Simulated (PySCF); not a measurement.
All values below come from PBE0-D4/def2-TZVP (PySCF). Gas-phase values, no solvent. 

Reference species (SMILES): `[Cl][Ga][Cl]` (neutral, multiplicity 2).

| Quantity | Result |
|---|---|
| highest occupied spin orbital | -7.08 eV |

Changed species: `[Cl]` (radical fragment; the reference has radical fragment).

### Question
Predict the effect on the highest occupied spin orbital.

### Answer
the highest occupied spin orbital decreases by 2.46 eV, to -9.54 eV.
